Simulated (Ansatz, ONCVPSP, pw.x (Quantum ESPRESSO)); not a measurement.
**What a changed setting does to a pw.x run (bcc Li)**

Potential: optimised norm-conserving Vanderbilt (ONCV), ONCVPSP 4.0.1.1 (patched build), LDA (Perdew-Wang 92); core none, reference 1s2 2s1; waves: 1s+2s: rc 1.30 bohr, ncon 4, nbas 7, qcut 9.9 1/bohr, 2 projectors; p scattering state at 0.11 Ha: rc 1.15 bohr, ncon 4, nbas 7, qcut 8.6 1/bohr, local; d scattering state at 0.3 Ha: rc 1.35 bohr, ncon 3, nbas 7, qcut 8.1 1/bohr, 3 projectors, debl 3.9 Ha; local part: the p channel; core correction: none.

The reference run (k-mesh 14³, cutoffs 95/380 Ry, Fermi–Dirac 0.01 Ry, mixing_beta 0.4, conv_thr 1e-9, no spin) gives -0.02 GPa at 19.087 Å³/atom, where all-electron LAPW gives -0.02 GPa. This run, with its own iteration cap, changes mixing_mode to local-TF.

```
&control
  calculation='scf', prefix='x', pseudo_dir='./', outdir='./tmp', tstress=.true., disk_io='none'
/
&system
  ibrav=0, nat=1, ntyp=1, ecutwfc=95, ecutrho=380, nbnd=8,
  occupations='smearing', smearing='fd', degauss=0.01
/
&electrons
  conv_thr=1e-09, mixing_beta=0.4, electron_maxstep=50, mixing_mode='local-TF'
/
ATOMIC_SPECIES
Li 1.0 Li.UPF
CELL_PARAMETERS angstrom
  -1.68354952 1.68354952 1.68354952
  1.68354952 -1.68354952 1.68354952
  1.68354952 1.68354952 -1.68354952
ATOMIC_POSITIONS crystal
Li 0.0000 0.0000 0.0000
K_POINTS automatic
14 14 14 0 0 0
```

```bash
pw.x < Li.scf.in > Li.scf.out
```

Task: How does the run end?

Result: It converges in 6 iterations; the free energy moves by +0.0 meV/atom and the pressure by +0.00 GPa. The result is that of the reference run.

```
Message from routine setup:
     using ibrav=0 with symmetry is DISCOURAGED, use correct ibrav instead
     lattice parameter (alat)  =       5.5104  a.u.
     unit-cell volume          =     128.8055 (a.u.)^3
     number of electrons       =         3.00
     number of Kohn-Sham states=            8
     kinetic-energy cutoff     =      95.0000  Ry
     charge density cutoff     =     380.0000  Ry
     scf convergence threshold =      1.0E-09
     Exchange-correlation= SLA  PW   NOGX NOGC
     number of k points=   104  Fermi-Dirac smearing, width (Ry)=  0.0100
     iteration #  1     ecut=    95.00 Ry     beta= 0.40
     total energy              =     -14.37789727 Ry
     estimated scf accuracy    <       0.00034110 Ry
     iteration #  2     ecut=    95.00 Ry     beta= 0.40
     total energy              =     -14.37779178 Ry
     estimated scf accuracy    <       0.00019457 Ry
     iteration #  3     ecut=    95.00 Ry     beta= 0.40
     total energy              =     -14.37780653 Ry
     estimated scf accuracy    <       0.00000284 Ry
     iteration #  4     ecut=    95.00 Ry     beta= 0.40
     total energy              =     -14.37780670 Ry
     estimated scf accuracy    <       0.00000004 Ry
     iteration #  5     ecut=    95.00 Ry     beta= 0.40
     total energy              =     -14.37780671 Ry
     estimated scf accuracy    <          1.1E-09 Ry
     iteration #  6     ecut=    95.00 Ry     beta= 0.40
     the Fermi energy is     0.9966 ev
!    total energy              =     -14.37780671 Ry
     estimated scf accuracy    <          2.9E-10 Ry
     smearing contrib. (-TS)   =      -0.00220688 Ry
     The total energy is F=E-TS. E is the sum of the following terms:
     one-electron contribution =      -9.66767188 Ry
     hartree contribution      =       3.66581251 Ry
     xc contribution           =      -3.22622491 Ry
     ewald contribution        =      -5.14751555 Ry
     convergence has been achieved in   6 iterations
          total   stress  (Ry/bohr**3)                   (kbar)     P=       -0.28
     Message from routine punch:
     Nothing written, as per user request (disk_io='none')
```

The run took about 35 s on one core of a shared host (Neoverse-N1, 64 threads, 124 GiB, load 56).
